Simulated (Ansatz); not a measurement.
A run of Ansatz (development build ahead of 0.2.0) on singlet BH at this shape:

```json
{"atom": "B", "x (Å)": "0.0149", "y (Å)": "-0.0141", "z (Å)": "-0.1631"}
{"atom": "H", "x (Å)": "0.0091", "y (Å)": "0.0172", "z (Å)": "1.0897"}
```

Its results:

| Item | Value |
| --- | --- |
| Converged | yes |
| Total energy | -24.75214 hartree |
| Spin squared of the determinant | 0.000 |

(1) Which input gives this output? Name the method, the orbitals and the basis set, and write the input.

Answers

(1) RHF in STO-3G. An unrestricted run that stays on the closed shell gives the same numbers.

```yaml
crystal:
  periodic: [false, false, false]
  atoms:
    - { symbol: B, position_ang: [0.01488, -0.01407, -0.16311] }
    - { symbol: H, position_ang: [0.00908, 0.0172, 1.08969] }
basis:
  gaussian: { orbitals: STO-3G }
hamiltonian:
  xc: hf
```
